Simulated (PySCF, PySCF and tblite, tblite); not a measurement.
# C5H8Cl+: a path driven as rotation about a bond, and NMR exchange

The task here is to estimate one member of a computed series from the others.

Programs: PySCF 2.14.0 with density-fitted response routines of our own, and tblite 0.8.0. All values are computed, except where a source is named. Atoms count from 0 throughout.

### The molecule as given

14 atoms, charge 1, multiplicity 1; geometry from: force field or distance geometry start.

Bonds of the start (Å): C0–C1 1.36, C0–H6 1.08, C0–H7 1.09, C1–C2 1.43, C1–H8 1.08, C2–C3 1.49, C2–C4 1.50, C3–H10 1.10, C3–H11 1.10, C3–H9 1.09, C4–Cl5 1.79, C4–H12 1.10, C4–H13 1.09.

The first run:

The job: settings as JSON, then the geometry in Å.

```
{"job": {"xc": "GFN2-xTB", "basis": "xTB", "kind": "relax"}, "charge": 1, "multiplicity": 1}
C      2.038500    -0.513900     0.453500
C      1.164400     0.381900    -0.065800
C     -0.243300     0.162800    -0.225100
C     -0.905400    -1.138000     0.065500
C     -1.105200     1.290900    -0.718700
Cl    -1.352100     1.142900    -2.482000
H      1.728000    -1.492100     0.791200
H      3.090200    -0.260000     0.545600
H      1.566100     1.339500    -0.374600
H     -0.431800    -1.958300    -0.480200
H     -0.847900    -1.369900     1.142500
H     -1.967700    -1.141500    -0.201300
H     -0.652300     2.269700    -0.523400
H     -2.082400     1.285500    -0.246900
```

Run with:

```
$ OMP_NUM_THREADS=1 python ens_run.py task.json out
```

One launch serves the whole session.

Among the steps run: GFN2-xTB relaxation, start minimum; Relaxed scan, rotation; Nudged elastic band, leg 1; Saddle search, leg 1; DFT refinement, start: PBE0-D3(BJ)/def2-SVP; Shieldings, start: CAM-B3LYP/pcSseg-1; Shieldings, saddle of leg 1: CAM-B3LYP/pcSseg-1; Shieldings, end: CAM-B3LYP/pcSseg-1; The path in numbers; Shieldings, start: revPBE/pcSseg-1; Single-point energy, saddle of leg 1: revPBE/pcSseg-1; Shieldings, end: revPBE/pcSseg-1; Second level: revPBE/pcSseg-1 + D3(BJ).

One table of the session follows, with a row left open; its other results are not shown here.

Barriers by level (kcal/mol; entropies in cal/(mol K)). Zero-point and thermal terms come from xTB in every row. ΔG‡ leaves symmetry out; the rate counts one path; effective ΔG‡, where given, is the barrier that would give that rate by Eyring's equation alone:

```
                      level    ΔE‡  with zero-point    ΔH‡  ΔG‡ (298 K)  ΔE of reaction
                   GFN2-xTB   4.85             4.70   4.15         5.44            0.44
       PBE0-D3(BJ)/def2-SVP  12.65            12.50  11.96        13.24            0.73
CAM-B3LYP/pcSseg-1 + D3(BJ)  13.10            12.95  12.40        13.69            0.43
   revPBE/pcSseg-1 + D3(BJ)      ?                ?      ?            ?               ?
```

Q: Estimate the row for revPBE/pcSseg-1 + D3(BJ) from the others.

As computed: ΔE‡: 12.99; with zero-point: 12.84; ΔH‡: 12.29; ΔG‡ (298 K): 13.58; ΔE of reaction: 0.70. In the column «ΔE‡» it lies between PBE0-D3(BJ)/def2-SVP (12.65) and CAM-B3LYP/pcSseg-1 + D3(BJ) (13.10).
